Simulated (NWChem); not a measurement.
The numbers come from NWChem runs, not from measurements. System: C3H4, charge 1, spin multiplicity 2, at the geometry of a parent with another charge or spin, in a state set for the comparison that need not be this species' ground state. Its SCF solution wasn't tested for a lower state. Level: UHF/def2-TZVP.

Job file:

```
start mol
memory heap 200 mb stack 900 mb global 1100 mb
charge 1
geometry units angstroms nocenter noautoz
  C      1.223398    -0.195974     0.000000
  C     -0.211608     0.035339     0.000000
  C     -1.407417     0.225249     0.000000
  H      1.449142    -1.273660     0.000000
  H      1.696606     0.247574     0.889750
  H      1.696606     0.247574    -0.889750
  H     -2.468594     0.390825     0.000000
  symmetry group Cs
end
basis spherical
  * library def2-tzvp
end
scf
  uhf
  nopen 1
  maxiter 100
  thresh 1e-7
  semidirect memsize 60000000 filesize 0
  # guess.movecs holds the orbitals of an unrestricted PBE0 run
  vectors input guess.movecs output mol.movecs
end
task scf energy
```

NWChem printed:

```
             Northwest Computational Chemistry Package (NWChem) 7.3.0
             --------------------------------------------------------

                                NWChem Input Module
                                -------------------

 Scaling coordinates for geometry "geometry" by  1.889725989
 (inverse scale =  0.529177249)

 Turning off AUTOSYM since
 SYMMETRY directive was detected!

                             Geometry "geometry" -> ""
                             -------------------------

 Output coordinates in angstroms (scale by  1.889725989 to convert to a.u.)

  No.       Tag          Charge          X              Y              Z
 ---- ---------------- ---------- -------------- -------------- --------------
    1 C                    6.0000     1.22339800    -0.19597400     0.00000000
    2 C                    6.0000    -0.21160800     0.03533900     0.00000000
    3 C                    6.0000    -1.40741700     0.22524900     0.00000000
    4 H                    1.0000     1.44914200    -1.27366000     0.00000000
    5 H                    1.0000     1.69660600     0.24757400     0.88975000
    6 H                    1.0000     1.69660600     0.24757400    -0.88975000
    7 H                    1.0000    -2.46859400     0.39082500     0.00000000

 Effective nuclear repulsion energy (a.u.)      58.5542181740

            Nuclear Dipole moment (a.u.)
            ----------------------------
        X                 Y               Z
 ---------------- ---------------- ----------------
    -0.0000037795    -0.0000056692     0.0000000000

      Symmetry information
      --------------------

 Group name             Cs
 Group number              2
 Group order               2
 No. of unique centers     6

      Symmetry unique atoms

     1    2    3    4    5    7


 Summary of "ao basis" -> "" (spherical)
 ------------------------------------------------------------------------------
       Tag                 Description            Shells   Functions and Types
 ---------------- ------------------------------  ------  ---------------------
 *                         def2-tzvp                  on all atoms

 Summary of "ao basis" -> "ao basis" (spherical)
 ------------------------------------------------------------------------------
       Tag                 Description            Shells   Functions and Types
 ---------------- ------------------------------  ------  ---------------------
 C                         def2-tzvp                11       31   5s3p2d1f
 H                         def2-tzvp                 4        6   3s1p

                                 NWChem SCF Module
                                 -----------------

  ao basis        = "ao basis"
  functions       =   117
  atoms           =     7
  alpha electrons =    11
  beta  electrons =    10
  charge          =   1.00
  wavefunction    = UHF
  use symmetry    = T
  symmetry adapt  = T

 Summary of "ao basis" -> "ao basis" (spherical)
 ------------------------------------------------------------------------------
       Tag                 Description            Shells   Functions and Types
 ---------------- ------------------------------  ------  ---------------------
 C                         def2-tzvp                11       31   5s3p2d1f
 H                         def2-tzvp                 4        6   3s1p

      Symmetry analysis of basis
      --------------------------

        a'         79
        a"         38

 Forming initial guess at       0.1s

   Symmetry analysis of molecular orbitals - initial alpha
   -------------------------------------------------------

  Numbering of irreducible representations:

     1 a'          2 a"

  Orbital symmetries:

     1 a'          2 a'          3 a'          4 a'          5 a'
     6 a'          7 a'          8 a"          9 a'         10 a"
    11 a'         12 a"         13 a'         14 a'         15 a'
    16 a"         17 a'         18 a'         19 a'         20 a"
    21 a'

   Symmetry analysis of molecular orbitals - initial beta
   ------------------------------------------------------

  Numbering of irreducible representations:

     1 a'          2 a"

  Orbital symmetries:

     1 a'          2 a'          3 a'          4 a'          5 a'
     6 a'          7 a'          8 a'          9 a"         10 a'
    11 a"         12 a'         13 a"         14 a'         15 a'
    16 a'         17 a"         18 a'         19 a'         20 a'
    21 a"

 Starting SCF solution at       0.1s

 ----------------------------------------------
         Quadratically convergent UHF

 Convergence threshold     :          1.000E-07
 Maximum no. of iterations :          100
 Integral*density screening:          1.000E-09
 ----------------------------------------------

              iter       energy          gnorm     gmax       time
             ----- ------------------- --------- --------- --------
                 1     -115.5616946384  4.73D-01  7.63D-02      1.8
                 2     -115.5799569587  2.98D-02  1.78D-02      2.3
                 3     -115.5804442382  1.54D-03  4.36D-04      3.4
                 4     -115.5804473413  1.31D-05  4.66D-06      5.8
                 5     -115.5804473414  4.74D-09  1.12D-09      8.6

       Final UHF  results
       ------------------

         Total SCF energy =   -115.580447341364
      One electron energy =   -264.555247491711
      Two electron energy =     90.420581976393
 Nuclear repulsion energy =     58.554218173954

                       Sz =      0.5000
                 Sz(Sz+1) =      0.7500
[...]
   Bfn.  Coefficient  Atom+Function         Bfn.  Coefficient  Atom+Function
  ----- ------------  ---------------      ----- ------------  ---------------
     7      0.275164  1 C  py                10      0.243785  1 C  py
    95     -0.191361  4 H  s                 38      0.174251  2 C  py
    41      0.162506  2 C  py

 Vector   10  Occ=1.000000D+00  E=-7.390393D-01  Symmetry=a"
              MO Center=  2.4D-02,  1.0D-01,  5.5D-14, r^2= 2.7D+00
   Bfn.  Coefficient  Atom+Function         Bfn.  Coefficient  Atom+Function
  ----- ------------  ---------------      ----- ------------  ---------------
    70      0.272696  3 C  pz                73      0.260770  3 C  pz
     8     -0.207822  1 C  pz                39      0.201670  2 C  pz
    42      0.192916  2 C  pz                11     -0.182079  1 C  pz
   101     -0.151442  5 H  s                107      0.151442  6 H  s

 Vector   11  Occ=1.000000D+00  E=-7.030835D-01  Symmetry=a'
              MO Center= -3.3D-01, -1.9D-02, -3.2D-15, r^2= 2.4D+00
   Bfn.  Coefficient  Atom+Function         Bfn.  Coefficient  Atom+Function
  ----- ------------  ---------------      ----- ------------  ---------------
    69      0.290230  3 C  py                72      0.270618  3 C  py
    38      0.234838  2 C  py                41      0.223076  2 C  py
     7     -0.163949  1 C  py

 Vector   12  Occ=0.000000D+00  E=-1.125843D-01  Symmetry=a"
              MO Center= -6.7D-01,  1.4D-01,  3.0D-13, r^2= 2.9D+00
   Bfn.  Coefficient  Atom+Function         Bfn.  Coefficient  Atom+Function
  ----- ------------  ---------------      ----- ------------  ---------------
    76     -0.707119  3 C  pz                45      0.697792  2 C  pz
    42      0.321843  2 C  pz                39      0.307959  2 C  pz
   102     -0.302865  5 H  s                108      0.302865  6 H  s
    70     -0.265986  3 C  pz                73     -0.265433  3 C  pz

 Vector   13  Occ=0.000000D+00  E=-8.577308D-02  Symmetry=a'
              MO Center= -6.8D-01,  7.5D-02,  5.1D-14, r^2= 3.2D+00
   Bfn.  Coefficient  Atom+Function         Bfn.  Coefficient  Atom+Function
  ----- ------------  ---------------      ----- ------------  ---------------
    75     -0.767691  3 C  py                44      0.730943  2 C  py
    96      0.423535  4 H  s                 38      0.293826  2 C  py
    41      0.285683  2 C  py                69     -0.252555  3 C  py
   102     -0.224692  5 H  s                108     -0.224692  6 H  s
    72     -0.221604  3 C  py                43      0.150646  2 C  px

 Vector   14  Occ=0.000000D+00  E=-4.100476D-02  Symmetry=a'
              MO Center=  8.6D-01, -1.0D-01, -3.5D-14, r^2= 6.5D+00
   Bfn.  Coefficient  Atom+Function         Bfn.  Coefficient  Atom+Function
  ----- ------------  ---------------      ----- ------------  ---------------
     5      7.481279  1 C  s                 67     -3.974989  3 C  s
    43     -3.418174  2 C  px               102     -1.735117  5 H  s
   108     -1.735117  6 H  s                 96     -1.618121  4 H  s
    74     -1.415110  3 C  px                12     -0.729320  1 C  px
    66      0.606536  3 C  s                 44      0.512780  2 C  py

                     UHF Final Beta Molecular Orbital Analysis
                     -----------------------------------------

 Vector    8  Occ=1.000000D+00  E=-8.252507D-01  Symmetry=a'
              MO Center=  8.8D-01, -3.0D-01,  1.3D-13, r^2= 1.8D+00
   Bfn.  Coefficient  Atom+Function         Bfn.  Coefficient  Atom+Function
  ----- ------------  ---------------      ----- ------------  ---------------
     7      0.282291  1 C  py                10      0.251426  1 C  py
    95     -0.193064  4 H  s                 38      0.168321  2 C  py
    41      0.156079  2 C  py

 Vector    9  Occ=1.000000D+00  E=-8.001272D-01  Symmetry=a"
              MO Center=  1.3D+00, -3.6D-04, -9.2D-14, r^2= 1.3D+00
   Bfn.  Coefficient  Atom+Function         Bfn.  Coefficient  Atom+Function
  ----- ------------  ---------------      ----- ------------  ---------------
     8      0.317843  1 C  pz                11      0.285703  1 C  pz
   101      0.192548  5 H  s                107     -0.192548  6 H  s

 Vector   10  Occ=1.000000D+00  E=-6.857093D-01  Symmetry=a'
              MO Center= -3.8D-01,  1.1D-03, -1.6D-13, r^2= 2.2D+00
   Bfn.  Coefficient  Atom+Function         Bfn.  Coefficient  Atom+Function
  ----- ------------  ---------------      ----- ------------  ---------------
    69      0.282603  3 C  py                72      0.258256  3 C  py
    38      0.255628  2 C  py                41      0.244511  2 C  py
     7     -0.151664  1 C  py

 Vector   11  Occ=0.000000D+00  E=-2.795364D-01  Symmetry=a"
              MO Center= -7.1D-01,  1.3D-01,  9.0D-14, r^2= 1.9D+00
   Bfn.  Coefficient  Atom+Function         Bfn.  Coefficient  Atom+Function
  ----- ------------  ---------------      ----- ------------  ---------------
    39      0.255965  2 C  pz                42      0.250890  2 C  pz
    70      0.250404  3 C  pz                76      0.219752  3 C  pz
    73      0.215913  3 C  pz                45      0.194208  2 C  pz

 Vector   12  Occ=0.000000D+00  E=-7.726194D-02  Symmetry=a'
              MO Center= -7.3D-01,  8.0D-02, -4.7D-13, r^2= 3.3D+00
   Bfn.  Coefficient  Atom+Function         Bfn.  Coefficient  Atom+Function
  ----- ------------  ---------------      ----- ------------  ---------------
    75     -0.814721  3 C  py                44      0.742049  2 C  py
    96      0.455848  4 H  s                 38      0.282932  2 C  py
    41      0.269196  2 C  py                69     -0.250293  3 C  py
   102     -0.233596  5 H  s                108     -0.233596  6 H  s
    72     -0.202960  3 C  py

 Vector   13  Occ=0.000000D+00  E=-3.776690D-02  Symmetry=a'
              MO Center=  1.0D+00, -1.3D-01,  1.6D-13, r^2= 6.4D+00
   Bfn.  Coefficient  Atom+Function         Bfn.  Coefficient  Atom+Function
  ----- ------------  ---------------      ----- ------------  ---------------
     5      7.429185  1 C  s                 67     -3.244199  3 C  s
    43     -3.000107  2 C  px               102     -1.784030  5 H  s
   108     -1.784030  6 H  s                 96     -1.692974  4 H  s
    36     -1.141203  2 C  s                 74     -0.980423  3 C  px
    12     -0.646837  1 C  px                44      0.455757  2 C  py

 center of mass
 --------------
 x =  -0.11117956 y =   0.01815774 z =   0.00000000

 moments of inertia (a.u.)
 ------------------
          16.387945386801          31.190524262505           0.000000000000
          31.190524262505         206.353423907419           0.000000000000
           0.000000000000           0.000000000000         211.344678029344

  Mulliken analysis of the total density
  --------------------------------------

    Atom       Charge   Shell Charges
 -----------   ------   -------------------------------------------------------
    1 C    6     6.39   0.85  1.12  0.47  0.66  0.22  1.27  1.40  0.33  0.02  0.04  0.00
    2 C    6     5.75   0.86  1.12  0.54  0.81  0.09  1.15  1.04  0.01  0.02  0.10  0.01
    3 C    6     5.83   0.86  1.12  0.55  0.56  0.11  1.17  1.23  0.19  0.02  0.01  0.01
    4 H    1     0.78   0.25  0.45  0.05  0.02
    5 H    1     0.77   0.25  0.45  0.05  0.02
    6 H    1     0.77   0.25  0.45  0.05  0.02
    7 H    1     0.70   0.24  0.41  0.03  0.03

  Mulliken analysis of the alpha density
  --------------------------------------

    Atom       Charge   Shell Charges
 -----------   ------   -------------------------------------------------------
    1 C    6     3.18   0.43  0.56  0.24  0.32  0.11  0.63  0.69  0.16  0.01  0.02  0.00
    2 C    6     3.09   0.43  0.56  0.27  0.44  0.04  0.65  0.62  0.01  0.01  0.06  0.01
    3 C    6     3.21   0.43  0.56  0.28  0.27  0.07  0.70  0.76  0.12  0.01  0.01  0.00
    4 H    1     0.39   0.13  0.23  0.03  0.01
    5 H    1     0.40   0.13  0.23  0.03  0.01
    6 H    1     0.40   0.13  0.23  0.03  0.01
    7 H    1     0.33   0.11  0.19  0.01  0.01

   Mulliken analysis of the beta density
   -------------------------------------

    Atom       Charge   Shell Charges
 -----------   ------   -------------------------------------------------------
    1 C    6     3.21   0.43  0.56  0.24  0.33  0.11  0.64  0.71  0.17  0.01  0.02  0.00
    2 C    6     2.66   0.43  0.56  0.27  0.38  0.05  0.50  0.42 -0.00  0.01  0.04  0.01
    3 C    6     2.62   0.43  0.56  0.27  0.29  0.04  0.47  0.47  0.07  0.01  0.00  0.00
    4 H    1     0.39   0.13  0.23  0.03  0.01
    5 H    1     0.37   0.12  0.22  0.03  0.01
    6 H    1     0.37   0.12  0.22  0.03  0.01
    7 H    1     0.37   0.12  0.21  0.02  0.01

   Mulliken analysis of the spin density
   -------------------------------------

    Atom       Charge   Shell Charges
 -----------   ------   -------------------------------------------------------
    1 C    6    -0.04  -0.00  0.00 -0.00 -0.01  0.00 -0.01 -0.02 -0.01  0.00  0.00  0.00
    2 C    6     0.42  -0.00 -0.00 -0.00  0.06 -0.01  0.15  0.19  0.01  0.00  0.03  0.00
    3 C    6     0.59   0.00 -0.00  0.01 -0.01  0.03  0.23  0.28  0.05  0.00  0.01  0.00
    4 H    1    -0.00  -0.00 -0.00  0.00 -0.00
    5 H    1     0.03   0.01  0.02  0.00  0.00
    6 H    1     0.03   0.01  0.02  0.00  0.00
    7 H    1    -0.03  -0.01 -0.02 -0.00  0.00

       Multipole analysis of the density wrt the origin
       ------------------------------------------------

     L   x y z        total         alpha         beta         nuclear
     -   - - -        -----         -----         ----         -------
     0   0 0 0      1.000000    -11.000000    -10.000000     22.000000

     1   1 0 0     -0.644529      0.461304     -1.105829     -0.000004
     1   0 1 0      0.121216     -0.085317      0.206539     -0.000006
     1   0 0 1      0.000000     -0.000000      0.000000      0.000000

     2   2 0 0     -1.531538    -65.600912    -61.220461    125.289835
     2   1 1 0     -1.663201      8.962681      8.500525    -19.126407
     2   1 0 1     -0.000000      0.000000     -0.000000      0.000000
     2   0 2 0    -12.345457    -10.842805    -10.215657      8.713005
     2   0 1 1      0.000000     -0.000000      0.000000      0.000000
     2   0 0 2    -11.275325     -9.513036     -7.416391      5.654102

 Task  times  cpu:        8.7s     wall:        8.7s

 Total times  cpu:        8.7s     wall:        8.7s
```
